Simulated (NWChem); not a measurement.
**C3H5 (SMILES C=[C]C) at UPBE0/cc-pVDZ**

What is the vertical ionisation energy of C3H5 at UPBE0/cc-pVDZ? 

Program for the calculation: NWChem 7.3.0.

2 further runs of the same task are left out: 2 that didn't finish.

## Step 1: The structure to begin with

The species is C3H5 (8 atoms), meant as a doublet with charge 0. SMILES: `C=[C]C`. Geometry: relaxed at PBE0-D4/def2-TZVP.

Bond lengths: C1–C2 1.305 Å, C2–C3 1.459 Å, C1–H4 1.086 Å, C1–H5 1.094 Å, C3–H6 1.100 Å, C3–H7 1.093 Å, C3–H8 1.094 Å. Angles: C1–C2–C3 140.5°, C2–C1–H4 122.4°, C2–C1–H5 121.3°, C2–C3–H6 111.0°, C2–C3–H7 111.2°, C2–C3–H8 111.2°, H4–C1–H5 116.4°, H6–C3–H7 108.0°, H6–C3–H8 107.9°, H7–C3–H8 107.4°.

## Step 2: A single-point energy at UPBE0/cc-pVDZ

test.nw reads:

```
start test
memory stack 880 mb heap 220 mb global 1100 mb

geometry noautosym nocenter noautoz
  C    -0.944900    0.679700   -0.871400
  C    -0.231700   -0.311600   -0.412400
  C     0.746600   -0.607400    0.629200
  H    -1.620800    0.568300   -1.714200
  H    -0.890800    1.674900   -0.420600
  H     0.963600    0.287000    1.231000
  H     1.687700   -0.960800    0.199000
  H     0.382300   -1.387300    1.303800
end

basis "ao basis" spherical bse
  * library cc-pVDZ
end

dft
  xc pbe0
  mult 2
  grid xfine
  convergence energy 1e-08
  iterations 100
  mulliken
  noprint "final vectors analysis"
end

task dft
```

Launch:

```bash
$ nwchem test.nw > test.out
```

Standard output, shortened:

```text
[...]
          Wavefunction type:  spin polarized.
          No. of atoms     :     8
          No. of electrons :    23
[...]
          Charge           :     0
          Spin multiplicity:     2
[...]
          AO basis - number of functions:    67
[...]
              XC Information
              --------------
                         PBE0 Method XC Functional
                     Hartree-Fock (Exact) Exchange  0.250
          PerdewBurkeErnzerhof Exchange Functional  0.750
            Perdew 1991 LDA Correlation Functional  1.000 local
           PerdewBurkeErnz. Correlation Functional  1.000 non-local
[...]
 d= 0,ls=0.0,diis     1   -117.0502388038 -1.81D+02  3.94D-03  5.70D-02     3.7
[...]
 d= 0,ls=0.0,diis    12   -117.0834207368 -6.72D-09  6.52D-07  9.24D-10    39.8
[...]
         Total DFT energy =     -117.083420736775
      One electron energy =     -282.792978976700
           Coulomb energy =      119.575396534265
    Exchange-Corr. energy =      -17.939100802203
 Nuclear repulsion energy =       64.073262507863
[...]
      Total Density - Mulliken Population Analysis
     ---------------------------------------------
    Atom       Charge   Shell Charges
 -----------   ------   -------------------------------------------------------
    1 C    6     6.06   2.01  0.66  0.38  2.07  0.89  0.04
    2 C    6     6.20   2.01  0.70  0.59  1.93  0.91  0.07
    3 C    6     6.04   2.01  0.66  0.34  2.12  0.86  0.05
    4 H    1     0.94   0.74  0.17  0.03
    5 H    1     0.96   0.73  0.19  0.03
    6 H    1     0.94   0.73  0.18  0.03
    7 H    1     0.93   0.74  0.16  0.03
    8 H    1     0.93   0.74  0.16  0.03
[...]
      <S2> =      0.7628 (Exact =     0.7500)
[...]
```

Run time: 41 s. Hardware: 1 thread of AMD EPYC 7R13 (Zen 3), shared host; peak memory 0.13 GiB.

## Step 3: The singlet cation at the same level

test.nw reads:

```
start test
memory total 2200 mb
charge 1

geometry noautosym nocenter noautoz
C     -0.944900     0.679700    -0.871400
C     -0.231700    -0.311600    -0.412400
C      0.746600    -0.607400     0.629200
H     -1.620800     0.568300    -1.714200
H     -0.890800     1.674900    -0.420600
H      0.963600     0.287000     1.231000
H      1.687700    -0.960800     0.199000
H      0.382300    -1.387300     1.303800
end

basis spherical bse
* library cc-pVDZ
end

dft
xc pbe0
grid xfine
convergence energy 1e-08
iterations 100
mulliken
print low
end

task dft
```

Launch:

```bash
$ nwchem test.nw > test.out
```

Standard output, shortened:

```text
[...]
 d= 0,ls=0.0,diis     1   -116.7068446778 -1.81D+02  9.49D-03  5.68D-01     2.5
[...]
 d= 0,ls=0.0,diis    10   -116.7685352840 -4.36D-09  6.90D-07  3.58D-09    20.7
         Total DFT energy =     -116.768535284035
      One electron energy =     -276.429199695068
           Coulomb energy =      113.156309332490
    Exchange-Corr. energy =      -17.568907429320
 Nuclear repulsion energy =       64.073262507863
[...]
      Total Density - Mulliken Population Analysis
     ---------------------------------------------
    Atom       Charge   Shell Charges
 -----------   ------   -------------------------------------------------------
    1 C    6     5.94   2.01  0.68  0.40  2.07  0.75  0.03
    2 C    6     5.95   2.01  0.76  0.59  1.79  0.73  0.07
    3 C    6     6.03   2.01  0.67  0.36  2.13  0.82  0.04
    4 H    1     0.81   0.70  0.08  0.03
    5 H    1     0.79   0.68  0.08  0.04
    6 H    1     0.80   0.68  0.09  0.03
    7 H    1     0.84   0.71  0.09  0.03
    8 H    1     0.84   0.71  0.09  0.03
[...]
```

Run time: 22 s. Hardware: 1 thread of AMD EPYC 7R13 (Zen 3), shared host; peak memory 0.13 GiB.

## Step 4: Outcome

Level: UPBE0/cc-pVDZ.

| quantity | value |
| --- | --- |
| doublet C3H5: total energy | -117.08342 Eh |
| doublet C3H5: dipole moment | 0.90 D |
| doublet C3H5: ⟨S²⟩ | 0.763 |
| singlet cation: total energy | -116.76854 Eh |
| vertical ionisation energy (to the singlet cation) | 8.568 eV |

The vertical ionisation energy comes to 8.57 eV (198 kcal/mol). Only the singlet of the ionised species was computed; a triplet could lie lower. Mulliken charges (doublet C3H5) run from -0.20 on C2 to +0.07 on H7. Mulliken charges (singlet cation) run from -0.03 on C3 to +0.21 on H5.
